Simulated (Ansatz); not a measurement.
Basis-set extrapolation for `B[SiH2]C` (PBE0-D4/def2-TZVP geometry, frozen core, Ansatz 0.2.0). Multiplicity 1, RHF reference.

```tsv
	def2-TZVPP	def2-QZVPP
HF	-355.563234	-355.575526
MP2 correlation	-0.408934	-0.435639
CCSD(T) correlation	-0.476974	not run
```

Energies in hartree. Use E(X) = E(∞) + A·exp(−7.88·√X) for Hartree–Fock and E(X) = E(∞) + B·X^(−2.97) for correlation, with X = 3 and 4, and add CCSD(T) minus MP2 of the smaller set to the MP2 limit.

Problem. What is the CCSD(T) energy at the basis-set limit?

Solution. HF limit: -355.575526 + (-0.012292) × 0.13774 = -355.57722. MP2 limit: -0.435639 + (-0.026705) × 0.74074 = -0.45542. Higher-order term: -0.476974 − (-0.408934) = -0.06804. Total: -356.10068 hartree, 158.8 kJ/mol below CCSD(T)/def2-TZVPP.
